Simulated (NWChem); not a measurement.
A series in which one site is exchanged, each optimised at PBE0/def2-SVP with NWChem, gas phase unless a solvent is named. 

A: [TiH3][O]C (CH₆OTi; site = Ti)
B: COC (C2H6O; site = C)
C: [SiH3]OC (CH6OSi; site = Si)

Problem. Rank them by static polarisability, PBE/def2-SVPD (bohr³), lowest first.

Solution. B (34.9), C (47.8), A (66.7)
